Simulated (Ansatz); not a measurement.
A made-up structure of Si2H3O (charge +1), singlet:

O1  (0.962, -2.565, 1.177)
Si2  (0.481, -1.283, 0.588)
Si3  (-0.309, 0.824, -0.378)
H4  (-1.499, 0.305, -1.079)
H5  (0.882, 1.149, -1.186)
H6  (0.749, -1.565, 1.954)
(Å)

It is relaxed with PBE-D4/def2-SVP and then PBE0-D4/def2-TZVP (Ansatz 0.2.0). Atoms count as bonded within 1.22 times the sum of their covalent radii (H–H: 0.88 Å). The end point is not checked to be a true minimum.

Q: Does its bonding change? (A judgement: the text doesn't fix the answer.)

A: By the calculation: Yes. Formed: O1–H6; broken: Si2–H6.

Where it ends: The first stage lowers the energy by 4.01 eV in 18 steps. It ends as Si₂H₃O ([OH][Si][SiH2]), total charge +1:
```
6
angstrom
O 0.8791 -2.1821 1.4638
Si 0.6289 -1.7568 -0.0424
Si -0.1939 0.5164 -0.4257
H -1.5480 0.6155 -1.0411
H 0.7196 1.4116 -1.1915
H 0.7803 -1.7399 2.3131
```

Labels in which every atom is bracketed show which atoms are joined, not bond orders.

For scale, one of the runs: PBE0-D4/def2-TZVP relaxation, 123 basis functions, launched by `ansatz run in.yaml --threads 2 --pin off --events-out ev --progress --plain --max-ram 4352MiB`. The run took about 15 s on 2 CPU threads of an Intel Xeon Platinum 8259CL (shared host).
